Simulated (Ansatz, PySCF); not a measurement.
Noncovalent pair: H2O (SMILES O) (first 3 atoms) with H2O (SMILES O); geometry from S66by8 set.
(charge 0, multiplicity 1):
| atom | x (Å) | y (Å) | z (Å) |
|---|---|---|---|
| O | -1.5244 | -0.0436 | 0.0049 |
| H | -1.8444 | 0.8592 | -0.0166 |
| H | -0.5647 | 0.0546 | 0.0001 |
| O | 1.4467 | 0.0388 | -0.0046 |
| H | 1.8233 | -0.3996 | 0.7616 |
| H | 1.8190 | -0.4374 | -0.7500 |

Interaction energies are E(AB) − E(A) − E(B) at the monomers' geometry in the complex; basis-set methods are counterpoise corrected.

The values were computed with Ansatz (an electronic-structure program); PySCF for the dispersion terms. Values without a source in brackets are computed.

**Question.** What interaction energy does BHLYP-D3(BJ)/def2-TZVPPD give?

**Answer.** -5.4 kcal/mol

**Question.** Estimate the interaction energy that wB97M-V/def2-TZVPPD returns for this input.

**Answer.** -4.9 kcal/mol

**Question.** What is the computed interaction energy (BLYP/def2-TZVPPD)?

**Answer.** -4.0 kcal/mol
